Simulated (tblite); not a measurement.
C₅H₈O (charge -1 and doublet state).
Cartesian coordinates in Å at the GFN2-xTB level; atoms count from 1:
```
atom  x, y, z in Å
O1     1.7590   -0.9235   -0.5156
C2     1.7589    0.3537    0.0810
C3     0.3379    0.9346    0.1093
C4    -0.6176   -0.1066    0.6332
C5    -2.0367   -0.0845    0.7294
C6    -1.4188   -1.0337   -0.2531
H7     0.8517   -1.2472   -0.3230
H8     2.1419    0.2711    1.1142
H9     2.4578    0.9836   -0.4903
H10    0.3336    1.8320    0.7430
H11    0.0837    1.2585   -0.9236
H12   -2.7236    0.7215    0.4365
H13   -1.4949   -0.8466   -1.3446
H14   -1.4335   -2.1134   -0.0484
```

Computed values, GFN2-xTB/tblite, gas phase, harmonic and unscaled. The method is semi-empirical: single wavenumbers can be off by several per cent or more. One conformer, not necessarily the lowest. Open shells enter through the occupations alone, without spin polarisation, and single modes of such species can be off by tens of per cent. The optimisation stopped once no atom felt more than 0.01 eV/Å.

Lowest wavenumbers of the output (negative numbers stand for imaginary wavenumbers):
```
mode    cm-1
  1     -59.5
  2     132.7
  3     199.1
  4     314.1
  5     326.8
  6     506.8
  7     551.8
  8     703.3
  9     806.8
 10     855.2
 11     881.7
 12     946.3
 13     960.4
 14    1006.4
 15    1010.7
```

Problem. Is this structure a minimum?

Solution. Not by this Hessian. 1 mode is imaginary beyond 20i (60i cm⁻¹), so at this level the point lies at or near a first-order saddle. The curvature is small, so loose convergence or finite differences may be the whole cause.

Problem. Which atoms move in the imaginary mode?

Solution. 60i: C6 (carbon bonded to 2 C and 2 H) 23 %, O1 (oxygen bonded to C and H) 18 %, C5 (carbon bonded to 2 C and H) 15 %, C4 (carbon bonded to 3 C) 11 %. These are shares of the mass-weighted motion.

Problem. What is the remedy?

Solution. Step along that mode in both directions, optimise again with tighter thresholds and repeat the frequencies. The zero-point energy of this point (69.1 kcal/mol) counts the 35 real modes alone, and thermal corrections from it aren't those of a minimum.

Time: 0.23 s. Hardware: an Arm Neoverse V2 with one thread, no GPU, on a shared host. The figure is for the frequency step alone.
